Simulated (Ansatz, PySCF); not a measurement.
Molecule: C$_{2}$H$_{3}$O, charge 0, multiplicity 2. It need not be the lowest isomer of its formula. SMILES: C[C]=O
Coordinates optimised at B3LYP-D3(BJ)/def2-TZVP (Ansatz, a first-principles code):
```
C
H 1 1.0907
H 1 1.0907 2 107.26
H 1 1.0931 2 110.55 3 -120.60
C 1 1.5066 2 108.57 3 117.14
O 5 1.1781 1 128.79 2 121.85
```
Charge 0, spin multiplicity 2.


Property: enthalpy of formation at 298 K (from the atomisation energy, B3LYP-D3(BJ)/def2-TZVP harmonic zero-point and thermal terms from PySCF, and the atoms' enthalpies of formation in the G2/97 table; no spin-orbit terms, and no core term in the frozen-core levels), in kcal/mol. Correlated levels leave the core frozen unless marked. Open shells are spin-unrestricted. No spin-orbit coupling. Non-relativistic unless marked X2C. The coupled-cluster limit lacks core correlation, which all-electron functionals hold. Basis-set limits of correlation are two-point, X^-3; Hartree-Fock from the larger set. [CCSD(T)-MP2]/basis is that difference in the basis named.

```
level                                                     program  enthalpy of formation at 298 K (kcal/mol)
-------------------------------------------------  --------------  -----------------------------------------
HF/cc-pVDZ                                                 Ansatz                                      172.5
RI-HF/aug-cc-pVTZ                                          Ansatz                                      163.7
PBE-D4/def2-TZVPD                                  Ansatz + dftd4                                      -25.2
M06-L-D4/def2-TZVPD                                 PySCF + dftd4                                       -4.0
M06-L/def2-TZVPD                                            PySCF                                       -3.9
PBE0/STO-3G                                                Ansatz                                      -68.5
PBE0/def2-SVP                                              Ansatz                                      -12.1
PBE0-D3(BJ)/def2-TZVPD                             Ansatz + dftd3                                       -7.6
PBE0-D4/def2-TZVPD                                 Ansatz + dftd4                                       -7.5
B2PLYP/def2-TZVPD                                          Ansatz                                        1.4
SCS-MP2/6-31G*                                             Ansatz                                       42.0
SCS-MP2/cc-pVDZ                                            Ansatz                                       36.9
CCSD/6-31G                                                 Ansatz                                       97.1
X2C-CCSD(T)/cc-pVTZ-DK                                     Ansatz                                       14.5
RI-MP2/CBS(cc-pVTZ,cc-pVQZ)+[CCSD(T)-MP2]/cc-pVTZ          Ansatz                                       -1.3
```
